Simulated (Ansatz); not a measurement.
**One shape, several levels: AlNH2F (SMILES [NH2][Al][F])**

Aim: a comparison of 6 runs (U-r2SCAN0/STO-3G, UB2PLYP/STO-3G, UPBE/STO-3G, USVWN5/STO-3G, UMP2/STO-3G, UCCSD(T)/STO-3G) of AlNH2F. 

The calculation is run with Ansatz 0.2.0.

62 further runs of the same task are left out: 3 that didn't finish, 59 set aside as unsound or not needed.

## 1. The molecule

AlNH2F: 5 atoms, total charge 0, spin state doublet. As SMILES, `[NH2][Al][F]`. The H5–N1 distance was set to 2.018 Å, away from the relaxed value. At this shape a bond of the SMILES string is far longer than usual.

Bond lengths: N1–Al2 1.765 Å, Al2–F3 1.658 Å, N1–H4 1.007 Å. Angles: N1–Al2–F3 117.4°, Al2–N1–H4 124.8°.

## 2. The energy at U-r2SCAN0/STO-3G (run 1)

Contents of molecule.yaml:

```yaml
crystal:
  periodic: [false, false, false]
  atoms:
    - symbol: N
      position_ang: [-0.147697, 0.909405, 0.626811]
    - symbol: Al
      position_ang: [0.869003, 0.127605, 1.840111]
    - symbol: F
      position_ang: [1.465703, -1.376395, 1.480611]
    - symbol: H
      position_ang: [-0.567297, 1.818705, 0.727911]
    - symbol: H
      position_ang: [-0.621700, 0.088600, -1.154400]
basis:
  gaussian:
    orbitals: STO-3G
magnetization:
  spin_polarized: true
  initial_magnetization: 1
hamiltonian:
  xc: {name: r2SCAN0}
accuracy: high
```

On the command line:

```bash
ansatz run molecule.yaml --threads 1 --pin off --max-ram 2610MiB --events-out events.jsonl --progress --plain --runs-dir runs
```

Output:

```text
Warning: RAYON_NUM_THREADS=1 ignored (pool sized by the plan → 1); use --threads N
Functional definition: r2SCAN0
  name "r2SCAN0"
  parameter a = 0.25
  parameter k0 = 0.174
  parameter k1 = 0.065
  parameter a1 = 4.9479
  exchange = (1 - a)*r2scan_x(k0 = k0, k1 = k1, a1 = a1) + a*exact_x
  correlation = r2scan_c
376 factors; integrals over basis functions are off by at most 3.1e-8 eV
mean field evaluation 1: about -10681.3626 eV, gradient 2.9e1 eV
mean field evaluation 2: about -10624.8865 eV, gradient 8.7e1 eV
mean field evaluation 4: about -10689.5577 eV, gradient 6.5e0 eV
mean field evaluation 8: about -10690.2258 eV, gradient 3.4e-1 eV
mean field evaluation 16: about -10690.2148 eV, gradient 9.9e-5 eV
mean field evaluation 32: about -10684.9849 eV, gradient 9.6e0 eV
mean field -10690.21480236 eV, -392.8581478987 hartree, gradient 1.6e-8 eV, S^2 1.131480; 4 other end points of the search recorded, 0 dependent functions left out
reference -10690.21480307 eV, -392.8581479251 hartree; 16, 15 occupied and 5, 6 virtual orbitals, 376 factors
Total energy: -10690.21480307 eV, -392.8581479251 hartree
```

It took 15 s on 1 thread of Arm Neoverse V1, shared host; peak memory 0.24 GiB.

## 3. A single-point energy at UB2PLYP/STO-3G (run 2)

Contents of in.yaml:

```yaml
basis:
  gaussian: {orbitals: STO-3G}
crystal:
  periodic: [false, false, false]
  atoms:
    - {symbol: "N", position_ang: [-0.147697, 0.909405, 0.626811]}
    - {symbol: Al, position_ang: [0.869003, 0.127605, 1.840111]}
    - {symbol: F, position_ang: [1.465703, -1.376395, 1.480611]}
    - {symbol: H, position_ang: [-0.567297, 1.818705, 0.727911]}
    - {symbol: H, position_ang: [-0.621700, 0.088600, -1.154400]}
magnetization: {spin_polarized: true, initial_magnetization: 1}
hamiltonian: {xc: {name: B2PLYP}}
correlation: {frozen_orbitals: {Al: 5, F: 1, H: 0, "N": 1}}
accuracy: high
```

On the command line:

```bash
ansatz run in.yaml --threads 1 --pin off --max-ram 2610MiB --events-out events.jsonl --progress --plain --runs-dir runs
```

Output, shortened:

```text
Warning: RAYON_NUM_THREADS=1 ignored (pool sized by the plan → 1); use --threads N
Functional definition: B2PLYP
  name "B2PLYP"
[...]
376 factors; integrals over basis functions are off by at most 3.1e-8 eV
[...]
mean field -10682.62245938 eV, -392.5791344407 hartree, gradient 1.9e-8 eV, S^2 1.237725; 6 other end points of the search recorded, 0 dependent functions left out
7 core orbitals not correlated: weight in the atoms' cores, before any rotation towards them, 1.000 or more for the frozen orbitals, at most 0.000 for the correlated occupied ones
reference -10682.62247704 eV, -392.5791350895 hartree; 9, 8 occupied and 5, 6 virtual orbitals, 376 factors
second order -3.30747475 eV of doubles, -0.00000000 eV of singles
Total energy: -10683.51549522 eV, -392.6119529024 hartree
```

Wall time 9.6 s (1 thread of Arm Neoverse V1, shared host); peak memory 0.14 GiB.

Runs 3 to 5 aren't shown in full; the table further down has their settings and results.

## 4. The energy at UCCSD(T)/STO-3G (run 6)

Contents of in.yaml:

```yaml
basis:
  gaussian:
    orbitals: STO-3G
crystal:
  periodic: [false, false, false]
  atoms:
    - {symbol: N, position_ang: [-0.147697, 0.909405, 0.626811]}
    - {symbol: Al, position_ang: [0.869003, 0.127605, 1.840111]}
    - {symbol: F, position_ang: [1.465703, -1.376395, 1.480611]}
    - {symbol: H, position_ang: [-0.567297, 1.818705, 0.727911]}
    - {symbol: H, position_ang: [-0.621700, 0.088600, -1.154400]}
scf:
  omitted_lower_state_checks: [cluster_reference, increment]
accuracy: high
magnetization:
  spin_polarized: true
  initial_magnetization: 1
correlation:
  method: ccsd_t
  frozen_orbitals: {Al: 5, F: 1, H: 0, "N": 1}
```

On the command line:

```bash
ansatz run in.yaml --threads 1 --pin off --max-ram 2610MiB --events-out events.jsonl --progress --plain --runs-dir runs
```

Output:

```text
Warning: RAYON_NUM_THREADS=1 ignored (pool sized by the plan → 1); use --threads N
[... 15 lines left out ...]
7 core orbitals not correlated: weight in the atoms' cores, before any rotation towards them, 1.000 or more for the frozen orbitals, at most 0.000 for the correlated occupied ones
[... 51 lines left out ...]
Total energy: -10664.43612680 eV, -391.9107990455 hartree
Checks for a lower state left out: cluster_reference, increment
```

Wall time 0.75 s (1 thread of Arm Neoverse V1, shared host).

## 5. All runs side by side

```
run             level  frozen core orbitals  energy (Eh)   ⟨S²⟩  wall time
  1  U-r2SCAN0/STO-3G                     –  -392.858148  1.131       15 s
  2    UB2PLYP/STO-3G                     7  -392.611953  1.238      9.6 s
  3       UPBE/STO-3G                     –  -392.639593  0.842      2.7 s
  4     USVWN5/STO-3G                     –  -390.746555  0.804      1.8 s
  5       UMP2/STO-3G                     7  -391.865202  1.473      0.5 s
  6   UCCSD(T)/STO-3G                     7  -391.910799  1.473     0.75 s
```

## 6. Outcome

```
                                          quantity          value
                               run 6: total energy  -391.91080 Eh
run 6: correlation energy (7 core orbitals frozen)     -112.0 mEh
                             run 6: (T) correction      -7.45 mEh
          run 6: ⟨S²⟩ of the reference determinant          1.473
                              run 6: T1 diagnostic          0.059
```

**Reading.** Totals of different functionals can't be ranked against each other. In runs 1, 2, 3, 4, 5, 6 the basis is minimal, so the values are rough. Spin contamination of the reference: run 5 ⟨S²⟩ = 1.47, run 6 ⟨S²⟩ = 1.47, run 2 ⟨S²⟩ = 1.24, run 1 ⟨S²⟩ = 1.13. Where it is this large, the reference is a mixture of spin states, and values that rest on it are in doubt. All runs together took 30 s, the longest 15 s.
